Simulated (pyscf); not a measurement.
# Four-centre exchange: `[NH2][Si]([SiH3])([SiH3])[SiH3]` + `[FH]` → `[NH2][Si]([SiH3])([SiH3])[SiH2][F]` + `[H][H]`

Gas phase, singlet surface, charge 0. Bonds broken: Si3–H8, F17–H18. Bonds formed: Si3–F17, H8–H18. Structures and frequencies: ωB97X-D3(BJ)/def2-SVP in PySCF.

Transition state (Å):

```xyz
18

N     -0.7866    -2.1542     0.4913
Si    -0.3039    -0.5327     0.0627
Si     0.2566     0.7636     1.9100
Si    -2.1017     0.6206    -0.8711
Si     1.4361    -0.5533    -1.4862
H     -0.0465    -2.8407     0.6091
H     -1.4106    -2.1940     1.2955
H     -0.9874     1.8514     2.4666
H      0.8679     2.0542     1.4262
H      1.1850     0.3177     2.9797
H     -2.5303     0.0186    -2.1676
H     -3.2569     0.6101     0.0766
H     -1.7011     2.0422    -1.1040
H      2.6207    -1.2930    -0.9539
H      1.0018    -1.2009    -2.7588
H      1.8392     0.8558    -1.7713
F     -1.2325    -0.2281     2.8043
H     -1.3416     1.0284     2.7293
```

One imaginary mode, 1110i cm⁻¹; descent along it reached the two sides named, in the forms told below.

```json
[
 {"bond": "Si3–H8", "change": "breaks", "reactant side (Å)": "1.509", "saddle": "1.744", "product side": "4.0"},
 {"bond": "F17–H18", "change": "breaks", "reactant side (Å)": "0.930", "saddle": "1.263", "product side": "2.403"},
 {"bond": "Si3–F17", "change": "forms", "reactant side (Å)": "3.4", "saddle": "2.000", "product side": "1.647"},
 {"bond": "H8–H18", "change": "forms", "reactant side (Å)": "1.749", "saddle": "0.934", "product side": "0.760"}
]
```

Electronic energies relative to the separated reactants (kJ/mol):

```
level                   barrier  reaction energy  reverse barrier
----------------------  -------  ---------------  ---------------
ωB97X-D3(BJ)/def2-TZVP    122.5           -101.7            224.2
PBE/def2-TZVP              99.2            -95.4            194.6
r²SCAN/def2-TZVP          105.5           -106.3            211.8
B3LYP-D3(BJ)/def2-TZVP    118.7           -104.7            223.4
PBE0-D3(BJ)/def2-TZVP     115.7            -91.9            207.5
M06-2X/def2-TZVP          127.2           -110.6            237.8
ωB97M-D3(BJ)/def2-TZVP    120.4           -100.7            221.2
HF/def2-TZVP              206.4            -98.8            305.2
```

With ωB97M-D3(BJ)/def2-TZVP energies and thermal terms (ideal gas, 1 atm, RRHO with modes under 100 cm⁻¹ raised to 100, one conformer, R ln 2 for chiral ones without a mode under 150 cm⁻¹), in kJ/mol:

```
T (K)    ΔH‡    ΔG‡      ΔH     ΔG
-----  -----  -----  ------  -----
298    116.4  161.3  -108.9  -98.8
600    114.6  207.6  -106.9  -89.4
900    115.2  254.1  -105.3  -81.1
1200   116.8  300.2  -104.1  -73.2
```

On the reactant side the descent ends in a complex (not fully relaxed), 19.7 kJ/mol under the separated species and 142.2 kJ/mol under the saddle at ωB97X-D3(BJ)/def2-TZVP. At the saddle there is also a short H–Si contact that neither side keeps. H₂N–Si(SiH₃)(SiH₃)–SiH₃ lies 53.0 kJ/mol over its isomer H₃Si–NH–SiH(SiH₃)–SiH₃ (electronic energy, ωB97M-D3(BJ)/def2-TZVP). This is the saddle that the search found; another between the same sides may lie lower.
